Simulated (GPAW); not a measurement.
# C3H3N (SMILES C=C=C=N) at PBEsol-D3(0)/real-space grid (scalar-relativistic datasets, random start yes)

We compute a geometry optimisation of C3H3N. The job is set up through an ASE script.

The results are computed with GPAW 26.7.0.

2 further runs of the same task are left out: 2 set aside as unsound or not needed.

## (1) The system as given

C3H3N has 7 atoms, charge 0, and is taken as a singlet. SMILES: `C=C=C=N`. The coordinates come from a PBE0-D4/def2-TZVP relaxation. The run starts from this shape.

Bond lengths: C1–C2 1.309 Å, C2–C3 1.271 Å, C3–N4 1.232 Å, C1–H5 1.088 Å, C1–H6 1.088 Å, N4–H7 1.020 Å. Angles: C1–C2–C3 177.6°, C2–C3–N4 173.2°, C2–C1–H5 121.6°, C2–C1–H6 121.8°, C3–N4–H7 114.3°, H5–C1–H6 116.6°.

## (2) A geometry optimisation at PBEsol-D3(0)/real-space grid (scalar-relativistic datasets, random start yes)

Input file gs.py:

```python
from ase import Atoms
from ase.calculators.mixing import SumCalculator
from ase.io import write
from ase.optimize import BFGSLineSearch
from dftd3.ase import DFTD3
from gpaw import GPAW, setup_paths
from gpaw.atom.configurations import parameters
from gpaw.atom.generator import Generator

atoms = Atoms(['C', 'C', 'C', 'N', 'H', 'H', 'H'],
    positions=[[ -0.970200,   1.187600,   0.151400],
               [ -0.171400,   0.177200,  -0.082700],
               [  0.618000,  -0.803600,  -0.258300],
               [  1.342100,  -1.751000,  -0.567800],
               [ -1.568900,   1.635800,  -0.638700],
               [ -1.070400,   1.622200,   1.143700],
               [  1.882100,  -2.136400,   0.206800]])
atoms.set_cell([16.0, 16.0, 16.0])
atoms.center()

for symbol in ['C', 'H', 'N']:
    Generator(symbol, xcname='PBEsol', scalarrel=True, nofiles=True, txt=None).run(**parameters[symbol])
setup_paths.insert(0, '.')

gpaw_calc = GPAW(mode='fd', h=0.25, xc='PBEsol', maxiter=60, random=True, txt='-')
atoms.calc = SumCalculator([DFTD3(method='PBEsol', damping='d3zero'), gpaw_calc])

opt = BFGSLineSearch(atoms, trajectory='gs.traj')
converged = opt.run(fmax=0.05, steps=40)
print('Converged:', converged)
print(f'Final energy = {atoms.get_potential_energy():.5f} eV')
print(f'r(N3-C2): {atoms.get_distance(3, 2):.4f} Ang')
print(f'r(H6-N3) = {atoms.get_distance(6, 3):.4f} Ang')
write('relaxed.xyz', atoms)
```

On the command line:

```
$ python gs.py
```

**Question.** What will come out? Wanted: energy as printed; dipole moment; HOMO energy; LUMO energy; HOMO–LUMO gap; dispersion energy.

**Answer.** As computed:

At PBEsol-D3(0)/real-space grid (scalar-relativistic datasets, random start yes):

| quantity | value |
| --- | --- |
| energy as printed (from the program's reference atoms) | -45.2832 eV |
| dipole moment | 1.77 D |
| HOMO energy | -5.45 eV |
| LUMO energy | -3.09 eV |
| HOMO–LUMO gap | 2.36 eV |
| dispersion energy | -1.52 kJ/mol |

In words: At the final geometry: Bond lengths: C1–C2 1.302 Å, C2–C3 1.264 Å, C3–N4 1.223 Å, C1–H5 1.091 Å, C1–H6 1.112 Å, N4–H7 1.024 Å. Angles: C1–C2–C3 179.6°, C2–C3–N4 175.9°, C2–C1–H5 118.0°, C2–C1–H6 123.4°, C3–N4–H7 116.6°, H5–C1–H6 118.5°. The optimisation took 18 steps and changed the energy by -0.729 eV.
